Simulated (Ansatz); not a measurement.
Barrier from C2H5 (SMILES [CH2]C, doublet) to the saddle point below; all geometries are those of the NHTBH38 set.
```xyz
7

C     -0.5679     0.0001    -0.2190
C      0.7511     0.0000     0.0419
H     -1.4939    -0.0005     1.5318
H     -1.1018     0.9206    -0.4086
H     -1.1019    -0.9203    -0.4092
H      1.2990    -0.9224     0.1738
H      1.2990     0.9223     0.1744
```
Charge 0, spin multiplicity 2.

Total energies in hartree (Ansatz, a quantum-chemistry and plane-wave program). Radicals and triplets start from unrestricted determinants; spin-orbit coupling is neglected. Correlated methods leave the cores frozen. No relativity. The UHF reference of C2H5 (saddle point or complex, doublet) is spin-contaminated (<S^2> up to 0.20 over the pure value in the sets run).

```tsv
species	HF/aug-cc-pVTZ	CCSD(T)/aug-cc-pVTZ	HF/aug-cc-pVQZ	CCSD(T)/aug-cc-pVQZ	CCSD(T)/aug-cc-pVDZ	CCSDT(Q)/aug-cc-pVDZ
1: C2H5 (SMILES [CH2]C, doublet)	-78.62873	-79.00795	-78.63349	-79.02762	-78.93057	-78.93174
2: C2H5 (complex or saddle point, doublet)	-78.55818	-78.94006	-78.56297	-78.96001	-78.86385	-78.86577
```

Q: Work out the barrier height (electronic, no zero-point energy) in kcal/mol: take Hartree-Fock from aug-cc-pVQZ, extrapolate the CCSD(T) correlation energy as X^-3 (X = 3, 4), and add CCSDT(Q) - CCSD(T) in aug-cc-pVDZ. 1 hartree = 627.51 kcal/mol.

A: 
Species 1: correlation (64·(-0.39413) - 27·(-0.37922))/37 = -0.40501; step -0.00117; E1 = -78.63349 + (-0.40501) + (-0.00117) = -79.03967
Species 2: correlation (64·(-0.39704) - 27·(-0.38188))/37 = -0.40810; step -0.00192; E2 = -78.56297 + (-0.40810) + (-0.00192) = -78.97299
-1·E1 +1·E2 = 0.06668 hartree = 41.8 kcal/mol. Published benchmark value: 41.8 kcal/mol (Zhao et al., NHTBH38), a best estimate, not a measurement. The composite differs from it by +0.1 kcal/mol; core, relativistic and spin-orbit terms are not in it.
